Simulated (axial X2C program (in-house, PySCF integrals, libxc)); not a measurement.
**Spin–orbit effects along a row: homonuclear dimers (ions), HF**

Computed with an in-house all-electron X2C program for linear molecules (integrals from PySCF), spin-free (one-electron X2C) or two-component (2c: spin–orbit coupling with atomic mean-field Coulomb and Gaunt terms, which also bring small scalar terms), in Dyall basis sets with cores contracted in-house; open shells are unrestricted.

Basis sets: Al dyall-v3z, Cl dyall-av3z, Mg dyall-cv3z, Na dyall-cv3z, P dyall-v3z, Si dyall-v3z.

| molecule | spin-free state | Re (Å) | ωe (cm⁻¹) | De (eV) | 2c state | Re 2c (Å) | ωe 2c (cm⁻¹) | De 2c (eV) |
| --- | --- | --- | --- | --- | --- | --- | --- | --- |
| Na₂⁺ | M_S = 1/2, Λ = 0 | 3.711 | 115.8 | 0.97 | Ω = 1/2 | 3.711 | 115.8 | 0.97 |
| Mg₂⁺ | M_S = 1/2, Λ = 0 | 3.149 | 191.7 | 1.18 | Ω = 1/2 | 3.149 | 191.7 | 1.18 |
| Al₂⁺ | M_S = 1/2, Λ = 0 | 3.315 | 157.7 | 1.23 | Ω = 1/2 | 3.315 | 157.6 | 1.23 |
| Si₂⁺ | M_S = 3/2, Λ = 0 | 2.263 | 498.0 | 2.29 | Ω = 3/2 | 2.263 | 497.8 | 2.28 |
| P₂⁺ | M_S = 1/2, Λ = 1 | 1.933 | 810.8 | 2.19 | Ω = 3/2 | 1.933 | 810.4 | 2.20 |
| Cl₂⁺ | M_S = 1/2, Λ = 1 | 1.869 | 739.2 | 1.53 | Ω = 3/2 | 1.870 | 738.9 | 1.51 |

Problem. Work out the shifts from the spin-free to the two-component result.

Solution. 

```tsv
molecule	2c state	ΔRe (Å)	Δωe (cm⁻¹)	ΔDe (eV)
Na₂⁺	Ω = 1/2	0.000	0.0	0.00
Mg₂⁺	Ω = 1/2	0.000	0.0	0.00
Al₂⁺	Ω = 1/2	0.000	-0.1	0.00
Si₂⁺	Ω = 3/2	0.000	-0.2	-0.01
P₂⁺	Ω = 3/2	0.000	-0.4	0.01
Cl₂⁺	Ω = 3/2	0.001	-0.3	-0.02
```

Shifts of one unit in the last digit are rounding.

Fragments in 2c: Na + Na+, Mg+ + Mg, Al+ + Al, Si+ + Si, P+ + P, Cl+ + Cl. Each entry is the lowest single determinant of a limited PBE0 search at one distance. De goes to single-determinant-based atoms at the same level (for ions the charge split of lowest energy) and is withheld (n/a) where an atom does not fit its ground term or J level. Main or longest-lived isotopes. One determinant is a doubtful description, or other states lie close, for Mg₂⁺, Si₂⁺, P₂⁺; these need not be ground states, and all values refer to the states named. With several unpaired electrons the Ω given is that of one determinant, not necessarily of the lowest component. Some light 2c atoms are not at their ground J level, so De misses part of their lowering (0.04 eV or less).
